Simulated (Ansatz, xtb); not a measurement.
**Relative energy of two isomers of C4H4N2**

We compare I, `N#CCCC#N`, a singlet, with II, `c1cncnc1`, a singlet. Both are isolated molecules in the gas phase, relaxed with B3LYP/def2-SVP, each in the lowest conformer that the search found.

Q: Which of the two would you expect CCSD(T)/def2-SVP + ΔMP2/def2-TZVPP electronic energies to favour?

A: Structure II; the calculation gives E(II) − E(I) = −0.260 eV.

The same difference at several levels:

```tsv
level	geometry	E(II) − E(I) (eV)	departure from the last row (eV)	job, with rough time for the two
GFN2-xTB	GFN2-xTB	−1.630	−1.370	optimisation, 0.13 s
HF/STO-3G	GFN2-xTB	+0.166	+0.426	single point, 0.3 s
r2SCAN-D4/def2-SVP	GFN2-xTB	−0.946	−0.686	single point, 3.3 s
B3LYP/def2-SVP	B3LYP/def2-SVP	−0.705	−0.445	optimisation, 20 s
HF/def2-SVP	B3LYP/def2-SVP	−0.252	+0.008	part of the CCSD(T) run
MP2/def2-SVP	B3LYP/def2-SVP	−0.139	+0.121	part of the CCSD(T) run
CCSD(T)/def2-SVP	B3LYP/def2-SVP	−0.187	+0.074	single point
CCSD(T)/def2-SVP + ΔMP2/def2-TZVPP	B3LYP/def2-SVP	−0.260		single point, 23 s
```

As drawn, II has 2 C∷C, 4 C∷N in place of 2 C≡N, 3 C–C (∷ is an aromatic bond). Structure I has no ring, II a 6-membered ring (with an aromatic ring).

HF/STO-3G puts the two in the other order. The largest departure from CCSD(T)/def2-SVP + ΔMP2/def2-TZVPP is that of GFN2-xTB, 1.370 eV. The last row adds to CCSD(T) the change of the MP2 difference between the two basis sets, here −0.074 eV.

With harmonic frequencies from B3LYP/def2-SVP (ideal gas, rigid rotor, one conformer each, 298.15 K, 1 atm): the zero-point term adds +0.102 eV; ΔH is −0.212 and ΔG −0.088 eV.

Tabulated enthalpies of formation at 298 K are 209.7 kJ/mol for I (CRC Handbook of Chemistry and Physics) and 195.7 kJ/mol for II (CRC Handbook of Chemistry and Physics), a difference of −0.145 eV. Calculated less tabulated ΔH, with the same thermal term: GFN2-xTB −1.437, HF/STO-3G +0.359, r2SCAN-D4/def2-SVP −0.753, B3LYP/def2-SVP −0.512, HF/def2-SVP −0.059, MP2/def2-SVP +0.054, CCSD(T)/def2-SVP +0.006, CCSD(T)/def2-SVP + ΔMP2/def2-TZVPP −0.067 eV. Handbook values carry no stated uncertainty.

The correlated steps freeze 6 core orbitals. Codes used: Ansatz 0.2.0, xtb 6.7.1; the last row on 4 threads of Arm Neoverse N1 on a shared host.
